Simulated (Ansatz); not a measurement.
Input file:

```yaml
crystal:
  periodic: [false, false, false]
  atoms:
    - {symbol: Be, position_ang: [0.000000, 0.000000, 0.436100]}
    - {symbol: Na, position_ang: [0.000000, 0.000000, -2.241300]}
    - {symbol: H, position_ang: [0.000000, 0.000000, 1.805200]}
basis:
  gaussian: {orbitals: def2-mTZVP}
magnetization: {spin_polarized: false, initial_magnetization: 8}
correlation: {method: fic_mrcisd_q, electrons: valence, active_space: {window: {electrons: 2, orbitals: 5}, states: [{multiplicity: 1, weights: [1, 1, 0.5, 1]}]}}
```

```sh
$ ansatz run in.yaml --threads 1 --pin off --events-out ev --progress --plain --max-ram 2393MiB
```

One thing in this input was set wrong on purpose, beside settings that are merely unusual. What is the gravest fault, and what does the program do?

Far too many unpaired electrons. How the run ends: stopped by an error.
```
529 factors; integrals over basis functions are off by at most 1.3e-7 eV
mean field evaluation 1: about -4720.2243 eV, gradient 2.7e1 eV
mean field evaluation 2: about -4720.9372 eV, gradient 2.7e1 eV
mean field evaluation 4: about -4726.1539 eV, gradient 1.1e1 eV
mean field evaluation 8: about -4733.0062 eV, gradient 5.0e-1 eV
mean field evaluation 16: about -4733.0118 eV, gradient 1.4e-6 eV
mean field evaluation 32: about -4733.1197 eV, gradient 1.7e-4 eV
mean field evaluation 64: about -4733.1197 eV, gradient 2.4e-4 eV
mean field evaluation 96: about -4733.0109 eV, gradient 1.9e-1 eV
mean field evaluation 128: about -4733.1192 eV, gradient 1.3e-1 eV
mean field evaluation 160: about -4733.0118 eV, gradient 1.7e-6 eV
mean field evaluation 192: about -4730.2556 eV, gradient 4.0e0 eV
mean field evaluation 224: about -4733.0118 eV, gradient 2.7e-4 eV
mean field evaluation 256: about -4733.1197 eV, gradient 7.7e-7 eV
a density is far from that of the atoms, so the factors are made again for it
551 factors; integrals over basis functions are off by at most 4.6e-8 eV
mean field evaluation 288: about -4733.0118 eV, gradient 1.4e-6 eV
mean field evaluation 320: about -4733.0118 eV, gradient 8.9e-3 eV
mean field evaluation 352: about -4733.0118 eV, gradient 2.8e-5 eV
mean field evaluation 384: about -4732.0799 eV, gradient 1.9e0 eV
mean field evaluation 416: about -4732.9309 eV, gradient 1.1e-1 eV
mean field evaluation 448: about -4732.5725 eV, gradient 4.3e0 eV
mean field evaluation 480: about -4732.4520 eV, gradient 2.0e0 eV
mean field evaluation 512: about -4733.0118 eV, gradient 5.1e-3 eV
mean field -4733.11965642 eV, -173.9389391496 hartree, gradient 5.0e-6 eV, S^2 20.000000; 19 other end points of the search recorded, 0 dependent functions left out
reference -4733.11965642 eV, -173.9389391496 hartree; 12, 4 occupied and 16, 24 virtual orbitals, 551 factors
Error: 2 electrons in 5 orbitals form no window around the highest filled level of the reference
```
